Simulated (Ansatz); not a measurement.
**BO+ (triplet): trial inputs and their diagnosis**

4 inputs are run for BO+ (triplet) as typed; the log has to tell whether the result can be used and what must change.

Computed with Ansatz 0.2.0, Gaussian basis. Level: the settings change from run to run.

16 further runs of the same task are left out: 2 for a known fault of the program, 3 that didn't finish, 11 set aside as unsound or not needed. Runs told in other sessions of the task aren't counted.

### 1 The system

The geometry is a PBE0/def2-TZVP stationary point (not a proven minimum) of the parent state, kept for this charge and spin.

2 atoms, charge 1, spin multiplicity 3.

Atoms are counted from 1 here; the program's logs count them from 0.

Bond lengths: B1–O2 1.201 Å.

### 2 Try 1

The input, in.yaml:

```yaml
crystal:
  periodic: [false, false, false]
  atoms:
    - {symbol: B, position_ang: [0.000000, 0.000000, 0.000000]}
    - {symbol: O, position_ang: [0.000000, 0.000000, 1.200581]}
basis:
  gaussian: {orbitals: cc-pVDZ}
total_charge: 1
magnetization: {spin_polarized: false, initial_magnetization: 2}
correlation: {method: sc_nevpt2, electrons: outside_noble_gas, active_space: {window: {electrons: 4, orbitals: 3}}}
output: {forces: true}
```

The run is started by

```bash
ansatz run in.yaml --threads 1 --pin off --events-out ev --progress --plain --max-ram 2393MiB
```

Output:

```text
Functional definition: HF
  name "HF"
  cite "Fock, Z. Phys. 61, 126 (1930) doi:10.1007/BF01340294"
  parent pbe
  exchange = exact_x
  correlation = 0
260 factors; integrals over basis functions are off by at most 8.1e-4 eV
mean field evaluation 1: about -2692.5895 eV, gradient 3.8e1 eV
mean field evaluation 2: about -2692.5913 eV, gradient 3.8e1 eV
mean field evaluation 4: about -2696.2875 eV, gradient 2.6e0 eV
mean field evaluation 8: about -2696.3398 eV, gradient 5.8e-4 eV
mean field evaluation 16: about -2696.3398 eV, gradient 9.2e-5 eV
mean field -2696.33978264 eV, -99.0886593673 hartree, gradient 1.0e-6 eV, S^2 2.000000; 2 other end points of the search recorded, 0 dependent functions left out
reference -2696.33978264 eV, -99.0886593673 hartree; 7, 5 occupied and 21, 23 virtual orbitals, 260 factors
state -2696.33978264 eV, -99.0886593673 hartree
state -2696.33978264 eV, -99.0886593673 hartree; corrected -2700.76714233 eV, -99.2513618347 hartree
WARN: 1 active orbitals are nearly empty or full. The corrections depend on them more than the energy does, and are more stable in an active space without them
the calculation of the forces begins
Error: an active orbital is full or empty, and SC-NEVPT2 has no forces then: leave it out of the active space
```

Run time: 0.21 s. Hardware: 1 thread of Arm Neoverse V2, shared host.

**Diagnosis.** The run stopped with an error. It says: «an active orbital is full or empty, and SC-NEVPT2 has no forces then: leave it out of the active space». Cure: drop the forces, or choose an active space whose orbitals are all partly filled.

### 3 Try 2

The input, in.yaml:

```yaml
crystal:
  periodic: [false, false, false]
  atoms:
    - {symbol: B, position_ang: [0.050000, 0.300000, 1.250581]}
    - {symbol: O, position_ang: [0.000000, 0.000000, 1.200581]}
basis:
  gaussian: {orbitals: STO-3G}
total_charge: 1
magnetization: {spin_polarized: false, initial_magnetization: 2}
correlation: {method: fci, electrons: outside_noble_gas}
```

Launched as before.

Output:

```text
Functional definition: HF
  name "HF"
  cite "Fock, Z. Phys. 61, 126 (1930) doi:10.1007/BF01340294"
  parent pbe
  exchange = exact_x
  correlation = 0
150 factors; integrals over basis functions are off by at most 4.9e-8 eV
mean field evaluation 1: about -2166.6217 eV, gradient 3.3e1 eV
mean field evaluation 2: about -2166.8402 eV, gradient 3.3e1 eV
mean field evaluation 4: about -2168.1242 eV, gradient 4.2e-1 eV
mean field evaluation 8: about -2168.1253 eV, gradient 4.6e-5 eV
mean field evaluation 16: about -2168.1253 eV, gradient 2.6e-6 eV
mean field -2168.12533858 eV, -79.6771365848 hartree, gradient 6.1e-7 eV, S^2 2.000000; 2 other end points of the search recorded, 0 dependent functions left out
mean field evaluation 32: about -2168.2291 eV, gradient 1.1e-2 eV
2 core orbitals not correlated: weight in the atoms' cores, before any rotation towards them, 0.993 or more for the frozen orbitals, at most 0.006 for the correlated occupied ones
reference -2168.12533858 eV, -79.6771365848 hartree; 5, 3 occupied and 3, 5 virtual orbitals, 150 factors
state -2168.60404227 eV, -79.6947286208 hartree
Total energy: -2168.60404227 eV, -79.6947286208 hartree
```

Run time: 0.36 s. Hardware: 1 thread of Arm Neoverse V2, shared host.

Diagnosis: The run converged, which proves nothing about the input. One atom lies on top of another. The shortest distance is 0.31 Å, against 1.20 Å in the geometry of step 1. Its energy belongs to another geometry. Fix: restore its position.

### 4 Try 3

The input, in.yaml:

```yaml
crystal:
  periodic: [false, false, false]
  atoms:
    - {symbol: B, position_ang: [0.000000, 0.000000, 0.000000]}
    - {symbol: O, position_ang: [0.000000, 0.000000, 1.200581]}
basis:
  gaussian: {orbitals: def2-SVP, point_charges: [{charge: 1.00, position_ang: [2.663, 0.564, 0.970]}]}
total_charge: 1
correlation: {method: fic_mrcisd_q, electrons: outside_noble_gas, active_space: {window: {electrons: 4, orbitals: 4}}}
scf: {lower_state_search: light}
magnetization: {spin_polarized: true, initial_magnetization: 2}
```

The command is unchanged.

Output:

```text
Error: invalid value for `correlation.active_space`: it starts from restricted Hartree–Fock orbitals; set hamiltonian.xc: hf without magnetization.spin_polarized
```

It took 0.03 s on 1 thread of Arm Neoverse V2, shared host.

**Diagnosis.** The run was refused. An active space is asked on unrestricted orbitals. To mend it, drop spin_polarized: true.

### 5 Try 4

The input, in.yaml:

```yaml
crystal:
  periodic: [false, false, false]
  atoms:
    - {symbol: B, position_ang: [0.000000, 0.000000, 0.000000]}
    - {symbol: O, position_ang: [0.000000, 0.000000, 2.268738]}
basis:
  gaussian: {orbitals: STO-3G}
total_charge: 1
magnetization: {spin_polarized: false, initial_magnetization: 2}
hamiltonian: {xc: {name: PBE0}}
correlation: {method: bccd, electrons: outside_noble_gas}
```

Same command.

Output:

```text
Functional definition: PBE0
  name "PBE0"
  cite "Adamo & Barone, J. Chem. Phys. 110, 6158 (1999) doi:10.1063/1.478522"
  cite "Perdew, Burke & Ernzerhof, Phys. Rev. Lett. 77, 3865 (1996) doi:10.1103/PhysRevLett.77.3865"
  parent pbe
  parameter a = 0.25
  parameter kappa = 0.804
  parameter beta = 0.06672455060314922
  exchange = (1 - a)*pbe_x(kappa = kappa, mu = beta*pi^2/3) + a*exact_x
  correlation = pbe_c(beta = beta)
130 factors; integrals over basis functions are off by at most 1.8e-5 eV
mean field evaluation 1: about -2649.9477 eV, gradient 2.4e1 eV
mean field evaluation 2: about -2649.9517 eV, gradient 2.4e1 eV
mean field evaluation 4: about -2543.0805 eV, gradient 1.3e2 eV
mean field evaluation 8: about -2664.9111 eV, gradient 9.8e0 eV
mean field evaluation 16: about -2668.1215 eV, gradient 3.2e-2 eV
mean field evaluation 32: about -2667.1787 eV, gradient 3.7e-4 eV
mean field evaluation 64: about -2579.8225 eV, gradient 5.1e1 eV
mean field -2668.12214775 eV, -98.0516804117 hartree, gradient 5.5e-7 eV, S^2 2.000000; 4 other end points of the search recorded, 0 dependent functions left out
mean field evaluation 96: about -2660.9190 eV, gradient 2.3e-4 eV
mean field evaluation 128: about -2660.2394 eV, gradient 2.5e-1 eV
mean field evaluation 160: about -2660.9171 eV, gradient 2.1e-4 eV
2 core orbitals not correlated: weight in the atoms' cores, before any rotation towards them, 1.000 or more for the frozen orbitals, at most 0.000 for the correlated occupied ones
reference -2660.52732623 eV, -97.7725758689 hartree; 5, 3 occupied and 3, 5 virtual orbitals, 130 factors
second order -1.07153131 eV of doubles, -0.28123439 eV of singles
cycle   1  -1.62640904 eV  change   -2.9e-1 eV  update   1.0e-1
cycle   2  -1.88657887 eV  change   -2.6e-1 eV  update   5.0e-2
cycle   3  -2.08858026 eV  change   -2.0e-1 eV  update   2.4e-2
cycle   4  -2.07860828 eV  change    1.0e-2 eV  update   5.4e-3
cycle   5  -2.08596613 eV  change   -7.4e-3 eV  update   3.4e-3
cycle   6  -2.08862059 eV  change   -2.7e-3 eV  update   2.2e-3
cycle   7  -2.08662061 eV  change    2.0e-3 eV  update   1.4e-3
cycle   8  -2.08938823 eV  change   -2.8e-3 eV  update   8.8e-4
cycle   9  -2.09108659 eV  change   -1.7e-3 eV  update   4.7e-4
cycle  10  -2.09023831 eV  change    8.5e-4 eV  update   2.2e-4
cycle  11  -2.09030035 eV  change   -6.2e-5 eV  update   7.0e-5
cycle  12  -2.09029427 eV  change    6.1e-6 eV  update   4.4e-5
cycle  13  -2.09030383 eV  change   -9.6e-6 eV  update   2.2e-5
cycle  14  -2.09026903 eV  change    3.5e-5 eV  update   1.3e-5
cycle  15  -2.09026873 eV  change    3.0e-7 eV  update   2.5e-6
Total energy: -2662.61759497 eV, -97.8493918279 hartree
```

It took 0.96 s on 1 thread of Arm Neoverse V2, shared host.

**Diagnosis.** The run converged, which proves nothing about the input. The coordinates are scaled by the bohr-ångström factor. The shortest distance is 2.27 Å, against 1.20 Å in the geometry of step 1. Its energy belongs to another geometry. To mend it, restore the coordinates in ångström.

### 6 How the runs ended

```csv
try,level,ended,cause,time
1,"NEVPT2(4,3)/cc-pVDZ",stopped by an error,"an active orbital is full or empty, and SC-NEVPT2 has no forces then: leave it out of the active space",0.21 s
2,FCI/STO-3G,converged,one atom lies on top of another,0.36 s
3,"MRCISD+Q(4,4)/def2-SVP",refused,an active space is asked on unrestricted orbitals,0.03 s
4,BCCD/STO-3G,converged,the coordinates are scaled by the bohr-ångström factor,0.96 s
```

1 stopped by an error, 2 converged, 1 refused. The input that converges on a wrong geometry or spin is the dangerous one: no error points at it, so geometry and ⟨S²⟩ have to be checked.
